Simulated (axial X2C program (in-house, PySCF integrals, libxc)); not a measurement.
**Excited states of NaMg⁺ by EOM-EE-CCSD**

Computed with an axial X2C code built on PySCF integrals: two-component X2C with atomic mean-field Coulomb and Gaunt terms, Gaussian nuclei, basis Mg dyall-acv3z, Na dyall-acv3z with contracted cores.

R = 3.202 Å (near the PBE0 minimum at charge 1 of the determinant lowest at the starting distance; the state shown can have its own minimum elsewhere).

Hartree–Fock spinors of NaMg⁺ (one of each Kramers pair; a window near the gap, which can cut inner shells):

| ω | occupied | ε (eV) | character |
| --- | --- | --- | --- |
| 1/2 | yes | -11.56 | 66% Mg s, 14% Na p, 13% Na s |
| 1/2 | no | -4.10 | 47% Na s, 34% Mg p, 10% Na p |
| 1/2 | no | -3.03 | 51% Mg p, 44% Na p, 4% Na d |
| 3/2 | no | -3.02 | 51% Mg p, 44% Na p, 4% Na d |
| 1/2 | no | -2.64 | 35% Mg p, 32% Na p, 18% Na s |
| 1/2 | no | -1.86 | 45% Na p, 29% Na d, 23% Mg p |
| 3/2 | no | -1.85 | 45% Na p, 29% Na d, 23% Mg p |

Vertical excitation energies from the closed-shell determinant state of NaMg⁺:

```csv
Ω,excitation (eV),cm⁻¹,hole of the leading pair,particle of the leading pair,weight of the pair (for Ω = 0 its time-reversed partner can hold as much again),singles weight
0⁻,2.233,18011,"66% Mg sσ, 13% Na pσ, 13% Na sσ","62% Mg pσ, 19% Na sσ, 10% Mg sσ",0.49,0.99
1,2.233,18012,"66% Mg sσ, 13% Na pσ, 13% Na sσ","62% Mg pσ, 19% Na sσ, 10% Mg sσ",0.99,0.99
0⁺,3.050,24597,"66% Mg sσ, 13% Na pσ, 13% Na sσ","77% Mg pπ, 12% Na pπ, 9% Na dπ",0.49,0.98
0⁻,3.050,24597,"66% Mg sσ, 13% Na pσ, 13% Na sσ","77% Mg pπ, 12% Na pπ, 9% Na dπ",0.49,0.98
1,3.052,24614,"66% Mg sσ, 13% Na pσ, 13% Na sσ","77% Mg pπ, 12% Na pπ, 9% Na dπ",0.49,0.98
2,3.054,24631,"66% Mg sσ, 13% Na pσ, 13% Na sσ","77% Mg pπ, 12% Na pπ, 9% Na dπ",0.98,0.98
0⁺,3.945,31821,"66% Mg sσ, 13% Na pσ, 13% Na sσ","45% Mg pσ, 39% Na sσ, 8% Mg sσ",0.46,0.92
1,4.790,38632,"66% Mg sσ, 13% Na pσ, 13% Na sσ","67% Mg pπ, 24% Na pπ, 9% Na dπ",0.46,0.92
0⁻,4.944,39873,"66% Mg sσ, 13% Na pσ, 13% Na sσ","44% Na sσ, 19% Na pσ, 17% Mg pσ",0.49,0.98
1,4.944,39873,"66% Mg sσ, 13% Na pσ, 13% Na sσ","44% Na sσ, 19% Na pσ, 17% Mg pσ",0.98,0.98
```

This point took 18 s on 1 thread of Arm Neoverse V2, on a shared host.

Reference electrons by ω block (each with its −ω partner): 1/2: 9, 3/2: 2. 10 electrons of NaMg⁺ correlated (inner shells frozen), 88 natural virtual spinors (a truncated set); levels can be off by some tenths of an eV. Roots sought by Ω: (0: 5, 1: 4, 2: 3, 3: 1); rows need 60 % singles weight and stop where some Ω has no more roots. Missing are any skipped roots, higher Ω and states of a further excitation; these come out far too high here and may in truth be low or lowest. T1 of the reference 0.007 (Lee–Taylor). Number of frozen shells: Mg 2 s, 1 p; Na 1 s.
